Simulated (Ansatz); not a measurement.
A basis-limit estimate, worked out

An elementary step of SiH4O, closed shell (SiH₄O ([OH][SiH3]) → SiH₂ + H₂O (still joined by a long Si–O bond); Si–O, Si–H broken or loosened, O–H formed or tightened). “Start” and “end” are the PBE0-D4/def2-TZVP structures reached by relaxing down either side of its saddle point, with the molecules still in contact.

Ansatz 0.2.0; basis: def2-TZVPP and def2-QZVPP; cores frozen in the correlated methods.

Energies in eV:

| quantity | end | start |
| --- | --- | --- |
| Hartree–Fock, triple zeta (X = 3) | -9962.30152 | -9965.09468 |
| Hartree–Fock, quadruple zeta (X = 4) | -9962.64120 | -9965.46015 |
| MP2 correlation, X = 3 | -10.33775 | -10.23319 |
| MP2 correlation, X = 4 | -11.13887 | -11.04496 |
| CCSD(T) correlation, X = 3 | -11.48467 | -11.23100 |

(1) Work out the step energy at the basis limit: extrapolate Hartree–Fock as E(X) = E∞ + A exp(−7.88 √X) and the MP2 correlation as E(X) = E∞ + B X^−2.97 (the exponents that Neese and Valeev fitted for def2-TZVPP and QZVPP), then add CCSD(T) − MP2 in triple zeta.

The T1 diagnostic stays at or below 0.016. The restricted Hartree–Fock reference is unstable towards an unrestricted one at one or more of these structures.

## Answers

(1) Each step is linear, so take the differences first (end − start): Hartree–Fock 2.79316 (X = 3) and 2.81895 (X = 4); MP2 correlation -0.10456 and -0.09391; CCSD(T) correlation -0.25367.
Two points give E∞ = E(4) + w [E(4) − E(3)], with w = 1/(exp(7.88 (2 − √3)) − 1) = 0.1377 for Hartree–Fock and w = 1/((4/3)^2.97 − 1) = 0.7407 for the correlation.
Hartree–Fock: 2.81895 + 0.1377 × 0.02579 = 2.8225 eV.
MP2 correlation: -0.09391 + 0.7407 × 0.01065 = -0.0860 eV.
CCSD(T) − MP2: -0.25367 − (-0.10456) = -0.1491 eV.
Sum: 2.8225 + (-0.0860) + (-0.1491) = 2.5874 eV, or 59.67 kcal/mol. Plain CCSD(T) in triple zeta gives 2.5395 eV, so the larger basis shifts the result by 0.0479 eV.

Losses and insertions of silylenes and their heavier kin drive the gas-phase chemistry of silicon and germanium vapour deposition.

Labels in which every atom is bracketed show which atoms are joined, not bond orders.

For scale, one of the runs: CCSD(T)/def2-TZVPP, 129 basis functions, launched by `ansatz run in.yaml --threads 2 --pin off --events-out ev --progress --plain --max-ram 4352MiB`. The run took about 6 s on 2 CPU threads of an Arm Neoverse V1 (shared host).
